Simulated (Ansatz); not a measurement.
# Worked example: correlation energy of AlGeH$_{3}$⁺ (H-bridged), doublet

Geometry: that of the AlGeH3 (H-bridged), singlet, kept fixed.

```yaml
atoms:
  - { symbol: Ge, position_ang: [-0.0422, 0.0000, 0.6623] }
  - { symbol: Al, position_ang: [0.0200, 0.0000, -1.8257] }
  - { symbol: H, position_ang: [0.7497, -1.0660, -0.3437] }
  - { symbol: H, position_ang: [0.7497, 1.0660, -0.3437] }
  - { symbol: H, position_ang: [1.0071, 0.0000, 1.8288] }
```

Basis cc-pVDZ; Ansatz 0.2.0. Only valence electrons are correlated (noble-gas cores and the filled d shells of p-block atoms frozen), which leaves 9 electrons in 41 orbitals. Prefix R: restricted or restricted open-shell reference; prefix U: unrestricted. No spin–orbit coupling is included, and no scalar relativity.

Full CI isn't at hand for all of this; UCCSDT(Q) serves as the reference, and is uncertain by about the last step of the cluster series.

Unrestricted rows (U) aren't spin-pure: their determinants' ⟨S²⟩ exceeds S(S+1) by up to 0.23, so they mix in states of higher spin.

Runs differ by some tens of microhartree through their thresholds and, for an open shell, their frozen cores, so steps under 0.03 kcal/mol mean nothing.

```tsv
level	total energy (hartree)
UHF	-2318.646768
UMP2	-2318.774053
UCCSD	-2318.816797
UCCSD(T)	-2318.822491
UCCSDT	-2318.824245
UCCSDT(Q)	-2318.824647
```

**Question.** What is the correlation energy at UCCSDT(Q), and what share of it do UMP2 and UCCSD recover?

**Answer.** E(corr) = -2318.824647 − (-2318.646768) = -0.177879 hartree = -4.840 eV. UMP2: -0.127285 / -0.177879 = 71.56 %. UCCSD: -0.170029 / -0.177879 = 95.59 %.

**Question.** By how many kcal/mol does UCCSD(T) miss UCCSDT(Q) (1 hartree = 627.509 kcal/mol), and which steps make up the rest?

**Answer.** -2318.822491 − (-2318.824647) = 0.002156 hartree = 1.35 kcal/mol. Steps: UCCSDT − UCCSD(T) = -1.10, UCCSDT(Q) − UCCSDT = -0.25 kcal/mol. Differences between like states or geometries often cancel part of this.
